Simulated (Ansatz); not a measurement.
1T (CdI2-type) PdTe2 was calculated with LDA (Ansatz, a program for electronic structure, plane waves, PAW).

Rigid layers of the crystal as relaxed at this level are moved apart or together:

| run | k mesh | layer repeat (Å) | energy against free layers (meV/Å²) | gap on the mesh (eV) |
|---|---|---|---|---|
| 1 | 12×12×8 | 4.83 | -40.55 | 0.000 |
| 2 | 12×12×8 | 4.98 | -43.78 | 0.000 |
| 3 | 12×12×8 | 5.13 | -43.40 | 0.000 |
| 4 | 12×12×6 | 5.33 | -39.38 | 0.000 |
| 5 | 12×12×6 | 5.63 | -31.50 | 0.000 |
| 6 | 12×12×6 | 6.13 | -18.27 | 0.000 |
| 7 | 12×12×6 | 7.13 | -4.20 | 0.000 |
| 8 | 12×12×4 | 9.13 | 0.38 | 0.304 |

The lowest energy of these points lies at a layer repeat of 4.98 Å.

Spin–orbit coupling is not included.

Note: the cell comes from a level without a dispersion term, which matters for the spacing of layers, chains or molecules.
